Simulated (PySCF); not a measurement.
Compound: C₅H₁₀O.
Numbering: `[CH3:1][C:2](=[O:3])[CH:4]([CH3:5])[CH3:6]` (hydrogens: H7, H8, H9 on C1; H10 on C4; H11, H12, H13 on C5; H14, H15, H16 on C6)

Structure optimised with GFN2-xTB, isolated species.

**Question.** What internal coordinates does the optimisation give?

**Answer.** 
| bond | length (Å) | order |
| --- | --- | --- |
| C1–C2 | 1.508 | single |
| C2=O3 | 1.204 | double |
| C2–C4 | 1.523 | single |
| C4–C5, C4–C6 | 1.530 | single |
| C1–H7, C1–H8, C1–H9 | 1.088 | single |
| C4–H10 | 1.095 | single |
| C5–H11 and 5 like bonds | 1.087 | single |

Bonds in one row agree within 0.01 Å and their mean is given. Orders are formal, as drawn. A selection of angles:
| angle | degrees |
| --- | --- |
| C2–C1–H7 | 108.5 |
| C2–C1–H8 | 110.7 |
| H7–C1–H8 | 108.1 |
| H7–C1–H9 | 108.9 |
| C1–C2–O3 | 122.7 |
| C1–C2–C4 | 114.6 |
| O3–C2–C4 | 122.7 |
| C2–C4–C5 | 110.8 |
| C2–C4–C6 | 107.5 |
| C2–C4–H10 | 109.1 |
| C5–C4–C6 | 110.5 |
| C5–C4–H10 | 110.0 |
| C4–C5–H11 | 109.8 |
| C4–C5–H12 | 110.5 |
| H11–C5–H12 | 109.0 |
| H11–C5–H13 | 108.3 |

Dihedral angles: C1–C2–C4–C5 149° (anticlinal). The mirror-image conformer, all signs reversed, is as good.

The 4 C–C bonds span 1.508 Å (C1–C2, drawn single) to 1.533 Å (C4–C6, drawn single), a spread of 0.025 Å. Of the pairs four or more bonds apart, O3···H11 is among the closest relative to their van der Waals radii: 2.57 Å, 95 % of the sum of Bondi's values.

Point group: C1 (no symmetry element, even within 0.4 Å). Stationary, but not proved a minimum. One conformer, not necessarily the lowest.

The numbers are calculated, not measured.
